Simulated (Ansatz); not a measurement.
Results of r²SCAN in Ansatz (plane waves, PAW) for bcc W.

Numerical settings: plane-wave cutoff 600 eV, 28×28×28 k mesh, Fermi–Dirac smearing 0.094 eV (set by the program), no spin polarisation, scalar-relativistic PAW data made under PBE.

Computed at the level's own relaxed cell.

Task: Predict the Voigt–Reuss–Hill bulk modulus, elastic constant C11, elastic constant C12, Young modulus, Voigt–Reuss–Hill shear modulus (Hill average) and elastic constant C44.

Result: 
Voigt–Reuss–Hill bulk modulus: 319 GPa
elastic constant C11: 552 GPa
elastic constant C12: 202 GPa
Young modulus: 406 GPa
Voigt–Reuss–Hill shear modulus (Hill average): 158 GPa
elastic constant C44: 147 GPa

Measured, for comparison: elastic constant C11 533 GPa, elastic constant C12 205 GPa, elastic constant C44 163 GPa (0 K, extrapolated to 0 K; zero-point effects included; as tabulated in Wang et al. (2022), arXiv:2209.12322). Computed (rounded) less measured: elastic constant C11 +4 %, elastic constant C12 -1 %, elastic constant C44 -10 %.

Note: shear constants of such metals converge slowly with the k mesh.

Elastic constants are with the ions relaxed.

Spin–orbit coupling is not included.

Static lattice: no zero-point or thermal effects.

It cost around 8 core-minutes (rough) of CPU time.

Ansatz is a quantum-chemistry and plane-wave program.
